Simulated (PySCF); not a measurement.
# Energy of Be (beryllium, neutral) between two integer charges

The 2s beta orbital of [He] 2s2 is emptied in steps (occupation f), with all orbitals relaxed, ending at [He] 2s1. Computed with PySCF 2.14 in aug-cc-pVDZ, with the non-relativistic Hamiltonian (point nucleus). The exact energy is a straight line in f; departures are measured from the line between the end points of the same method.

```
  f  UHF (eV)  LDA (eV)  PBE (eV)  PBE0 (eV)  LC-wPBE (eV)  BHandHLYP (eV)  TPSS (eV)
  1     0.000     0.000     0.000      0.000         0.000           0.000      0.000
0.9     0.030    -0.310    -0.306     -0.225        -0.012          -0.159     -0.301
0.7     0.064    -0.722    -0.711     -0.521        -0.031          -0.375     -0.706
0.5     0.071    -0.855    -0.838     -0.615        -0.039          -0.454     -0.847
0.3     0.056    -0.712    -0.691     -0.508        -0.038          -0.388     -0.734
0.1     0.023    -0.299    -0.282     -0.207        -0.020          -0.168     -0.368
  0     0.000     0.000     0.000      0.000         0.000           0.000      0.000
```

```csv
method,E(f=0) − E(f=1) (eV),−ε at f=1 (eV),−ε at f=0.5 (eV)
UHF,8.075,8.419,8.052
LDA,9.054,5.618,9.083
PBE,9.040,5.640,9.094
PBE0,9.012,6.514,9.051
LC-wPBE,9.064,8.933,9.045
BHandHLYP,9.010,7.257,8.973
TPSS,9.101,5.760,9.041
```

Orbital energy along the path (eV):

```tsv
f	UHF	LDA	PBE	PBE0	LC-wPBE	BHandHLYP	TPSS
1	-8.419	-5.618	-5.640	-6.514	-8.933	-7.257	-5.760
0.9	-8.327	-6.301	-6.324	-7.019	-8.950	-7.589	-6.417
0.7	-8.174	-7.688	-7.709	-8.036	-8.996	-8.268	-7.739
0.5	-8.052	-9.083	-9.094	-9.051	-9.045	-8.973	-9.041
0.3	-7.951	-10.454	-10.444	-10.039	-9.103	-9.715	-10.271
0.1	-7.865	-11.767	-11.712	-10.978	-9.229	-10.516	-11.831
0	-7.828	-12.088	-10.498	-9.873	-8.747	-10.666	-10.709
```

As f goes to zero the orbital energy of a semilocal functional can turn back, because the density of that orbital vanishes from the exchange-correlation potential.

Reference removal energy between the ground levels: 9.323 eV (measured; NIST Atomic Spectra Database, ionization energies). UHF lacks correlation.
